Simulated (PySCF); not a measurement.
```xyz
3
charge 0 multiplicity 2, angstrom
P     0.0000    0.2865    0.0000
O     0.0000   -0.2772    1.3525
O     0.0000   -0.2772   -1.3525
```

All numbers come from PySCF, UPBE0, basis P def2-TZVP, O def2-TZVP (no relativity, density fitting).

This geometry of PO2 is a stationary point at this level.

Task: What is the point group?

Result: C2v.

Task: Is it a minimum?

Result: Yes: all harmonic wavenumbers are real.

Task: Give the ideal-gas entropy at 298.15 K and 1 bar by parts.

Result: translation 160.5, rotation 83.6, vibration 4.4, spin 5.8; total 254.3 J/(mol K).

Task: What is the atomisation energy, with and without zero-point energy?

Result: 1088 kJ/mol without, 1071 kJ/mol with.

Other isomers or separated fragments may lie lower.
